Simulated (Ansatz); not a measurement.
The cluster C3⁻, relaxed as a quartet with UKS PBE0-D4/def2-TZVPD in Ansatz, starting from the PBE0-D4/def2-TZVPD geometry of the charge -1 doublet. Force threshold 0.02 eV/Å.

The relaxation made no stability test and no search for a lower SCF solution. At PBE0-D4/def2-TZVPD a doublet of charge -1 lies 1.92 eV below the quartet, each at its own geometry. The structure comes from a short search, and lower isomers may exist.

Start:

Cartesian coordinates in Å:
```
C 0.000 0.000 0.000
C -0.472 1.194 -0.213
C 0.472 -1.194 0.213
```

| step | energy (eV) | largest force component (eV/Å) | SCF passes |
| --- | --- | --- | --- |
| 1 | -3100.5517 | 0.332 | 15 |
| 2 | -3100.5534 | 0.077 | 25 |
| 3 | -3100.5535 | 0.001 | 25 |

Force components are those of the run's own axes.

End:

| atom | x (Å) | y (Å) | z (Å) |
| --- | --- | --- | --- |
| C1 | 0.000 | 0.000 | 0.000 |
| C2 | -0.474 | 1.199 | -0.214 |
| C3 | 0.474 | -1.199 | 0.214 |

By distances, no bond broke or formed. The bond that changes most is C1–C3, from 1.30 to 1.31 Å (atoms count from 1).

No frequencies were taken in this run, so the end may be a saddle point.

Run time 1.3 s (4 threads of Arm Neoverse V2 on a shared host).
